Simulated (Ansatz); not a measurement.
Input file:

```yaml
crystal:
  periodic: [false, false, false]
  atoms:
    - {symbol: F, position_ang: [0.084376, 0.005225, 1.805098]}
    - {symbol: S, position_ang: [-0.080498, 0.013599, 0.076591]}
    - {symbol: S, position_ang: [-0.003878, -0.018825, -1.881689]}
basis:
  gaussian: {orbitals: cc-pVDZ}
magnetization: {spin_polarized: false, initial_magnetization: 3}
correlation: {method: ccsd_t, electrons: outside_noble_gas}
```

```sh
$ ansatz run in.yaml --threads 1 --pin off --events-out ev --progress --plain --max-ram 2393MiB
```

Log:

```
519 factors; integrals over basis functions are off by at most 5.9e-4 eV
mean field evaluation 1: about -24335.1773 eV, gradient 2.2e1 eV
mean field evaluation 2: about -24335.2346 eV, gradient 2.2e1 eV
mean field evaluation 4: about -24336.5611 eV, gradient 2.6e0 eV
mean field evaluation 8: about -24336.6159 eV, gradient 5.7e-1 eV
mean field evaluation 16: about -24336.6343 eV, gradient 1.1e-1 eV
mean field evaluation 32: about -24335.1793 eV, gradient 2.2e1 eV
mean field evaluation 64: about -24330.1902 eV, gradient 3.3e1 eV
mean field evaluation 96: about -24333.9483 eV, gradient 6.0e0 eV
mean field evaluation 128: about -24336.5141 eV, gradient 1.3e0 eV
mean field evaluation 160: about -24336.6178 eV, gradient 2.1e-1 eV
...
cycle   2  -12.85256104 eV  change   -1.2e-3 eV  update   5.2e-3
cycle   3  -12.85384102 eV  change   -1.3e-3 eV  update   4.0e-3
cycle   4  -12.85691633 eV  change   -3.1e-3 eV  update   1.8e-3
cycle   5  -12.86133794 eV  change   -4.4e-3 eV  update   9.7e-4
cycle   6  -12.86109153 eV  change    2.5e-4 eV  update   5.2e-4
cycle   7  -12.86111801 eV  change   -2.6e-5 eV  update   2.7e-4
cycle   8  -12.86086914 eV  change    2.5e-4 eV  update   1.5e-4
cycle   9  -12.86076046 eV  change    1.1e-4 eV  update   7.6e-5
cycle  10  -12.86078936 eV  change   -2.9e-5 eV  update   2.7e-5
cycle  11  -12.86079609 eV  change   -6.7e-6 eV  update   1.4e-5
perturbative correction -0.44916598 eV, -0.0165065454 hartree
Total energy: -24349.95912389 eV, -894.8444928078 hartree
```

For the same geometry and basis UCCSDT(Q) lies 93.4 meV lower.

Ran on 1 thread of Arm Neoverse V1, shared host: 13 s wall, 0.14 GiB peak host memory.
